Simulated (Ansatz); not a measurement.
# C2H5S2 radical: one species, many methods

One table from this session's results is given with a row withheld; the runs are named, their logs left out.

Program: Ansatz 0.2.0, Gaussian basis. Level of theory: functionals in def2-TZVPP, the program's frozen cores in correlated methods. These are calculated values, not measurements.

Levels to be run: LDA (SPW92), PBE-D4, revPBE-D4, BLYP-D4, r2SCAN-D4, B97M-V, PBE0-D4, B3LYP-D4, r2SCANh-D4, r2SCAN0-D4, HSE06-D4, BHLYP-D4, CAM-B3LYP-D4, LC-ωPBE, ωB97X-V, ωB97M-V, B2PLYP, PBE-QIDH; CCSD(T)/def2-SVP; CCSD(T)/def2-TZVPP; MP2/def2-QZVPP; extrapolation to the limit; RPA on PBE.

## Structure used throughout

All runs share one geometry, relaxed beforehand with PBE0-D4 in a triple-zeta def2 set.

9 atoms, charge 0, spin multiplicity 2.

Atoms are counted from 1 here; the program's logs count them from 0.

Bond lengths: C1–S2 1.701 Å, C1–H5 1.082 Å, C1–H6 1.081 Å, S2–S3 2.040 Å, S3–C4 1.805 Å, C4–H7 1.089 Å, C4–H8 1.089 Å, C4–H9 1.092 Å. Angles: S2–C1–H5 116.9°, S2–C1–H6 120.8°, H5–C1–H6 121.5°, C1–S2–S3 104.2°, S2–S3–C4 102.3°, S3–C4–H7 110.6°, S3–C4–H8 110.8°, S3–C4–H9 106.0°, H7–C4–H8 110.6°, H7–C4–H9 109.3°, H8–C4–H9 109.5°.

Set-up of the first run:

in.yaml

```yaml
crystal:
  periodic: [false, false, false]
  atoms:
    - {symbol: C, position_ang: [-0.266060, 1.444257, -1.324481]}
    - {symbol: S, position_ang: [1.223318, 0.811475, -0.799086]}
    - {symbol: S, position_ang: [0.892383, 0.305918, 1.149527]}
    - {symbol: C, position_ang: [0.031826, -1.272838, 0.996455]}
    - {symbol: H, position_ang: [-0.409320, 1.537386, -2.393011]}
    - {symbol: H, position_ang: [-0.958368, 1.885887, -0.621314]}
    - {symbol: H, position_ang: [-0.902037, -1.148442, 0.449500]}
    - {symbol: H, position_ang: [0.664764, -2.013285, 0.509090]}
    - {symbol: H, position_ang: [-0.188005, -1.596857, 2.016221]}
basis:
  gaussian: {orbitals: def2-TZVPP}
magnetization: {spin_polarized: true, initial_magnetization: 1}
hamiltonian: {xc: lda}
output: {orbitals: {seedname: orbitals}}
```

Among the steps run: LDA; PBE-D4 (GGA); revPBE-D4 (GGA); BLYP-D4 (GGA); r2SCAN-D4 (meta-GGA); B97M-V (meta-GGA); PBE0-D4 (hybrid); B3LYP-D4 (hybrid); r2SCANh-D4 (hybrid); r2SCAN0-D4 (hybrid); HSE06-D4 (hybrid); BHLYP-D4 (hybrid); CAM-B3LYP-D4 (range-separated); LC-ωPBE-D4 (range-separated; the results give it without D4); ωB97X-V (range-separated); ωB97M-V (range-separated); B2PLYP (double hybrid); PBE-QIDH (double hybrid).

One of the session's tables, all rows but one given; the rest of the session is left out.

It belongs to the step «Frontier levels by functional». 

| functional | HOMO (eV) | LUMO (eV) | gap (eV) |
| --- | --- | --- | --- |
| LDA (SPW92) | -4.22 | -3.23 | 0.99 |
| PBE-D4 | -4.20 | -2.79 | 1.41 |
| revPBE-D4 | -4.15 | -2.67 | 1.49 |
| BLYP-D4 | -4.01 | -2.71 | 1.30 |
| r2SCAN-D4 | -4.56 | -2.28 | 2.29 |
| B97M-V | -4.42 | -2.51 | 1.91 |
| PBE0-D4 | -5.46 | -1.67 | 3.78 |
| B3LYP-D4 | -5.17 | -2.02 | 3.15 |
| r2SCANh-D4 | -5.03 | -1.89 | 3.14 |
| r2SCAN0-D4 | -5.73 | -1.31 | 4.42 |
| HSE06-D4 | -5.05 | -2.06 | 2.99 |
| BHLYP-D4 | -6.54 | -0.56 | 5.99 |
| CAM-B3LYP-D4 | -6.74 | -0.61 | 6.13 |
| LC-ωPBE | ? | ? | ? |
| ωB97X-V | -7.68 | 0.36 | 8.03 |
| ωB97M-V | -7.45 | 0.21 | 7.66 |

Estimate the missing values for LC-ωPBE.

**Answer.** HOMO (eV): -8.19; LUMO (eV): 0.73; gap (eV): 8.91. In the column «HOMO (eV)» it is the lowest.
